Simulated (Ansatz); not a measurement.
**Errors in the vertical ionisation energy**

6 molecules; the vertical ionisation energy in eV, computed less measured. Shapes, held fixed at every level: PBE0-D4/def2-TZVP. No vibrational averaging. Programs: Ansatz 0.2.0. Measured values: NIST CCCBDB.

Levels: A = B3LYP-D4/def2-TZVPP; B = wB97M-V/def2-TZVPP; C = CCSDT(Q)/STO-3G; D = CCSD/def2-TZVPP.

| molecule | measured | A | B | C | D |
| --- | --- | --- | --- | --- | --- |
| HCN (hydrogen cyanide) | 13.61 | +0.14 | +0.01 | -2.09 | +0.01 |
| C2H2 (acetylene) | 11.49 | -0.10 | -0.20 | -1.43 | -0.20 |
| H2CO (formaldehyde) | 10.88 | 0.00 | -0.06 | -2.98 | -0.11 |
| CH3Cl (chloromethane) | 11.29 | -0.02 | 0.00 | -1.55 | -0.06 |
| CH4O (methanol) | 10.96 | -0.06 | -0.07 | -3.46 | -0.02 |
| CH4S (methanethiol) | 9.44 | -0.04 | -0.03 | -3.38 | -0.12 |

(1) Sum up the errors.

Answers

(1) 
| level | kind | mean error | mean absolute error | worst case |
| --- | --- | --- | --- | --- |
| B3LYP-D4/def2-TZVPP | global hybrid | -0.013 | 0.060 | HCN |
| wB97M-V/def2-TZVPP | range-separated hybrid | -0.058 | 0.062 | C2H2 |
| CCSDT(Q)/STO-3G | coupled cluster or CI | -2.482 | 2.482 | CH4O |
| CCSD/def2-TZVPP | coupled cluster or CI | -0.083 | 0.087 | C2H2 |

On this set B3LYP-D4/def2-TZVPP has the smallest mean absolute error and CCSDT(Q)/STO-3G the largest. B3LYP-D4/def2-TZVPP is too low in 4 of 6; wB97M-V/def2-TZVPP is too low in 4 of 6; CCSDT(Q)/STO-3G is too low in 6 of 6; CCSD/def2-TZVPP is too low in 5 of 6. The smallest two are near a tie. The set is small.
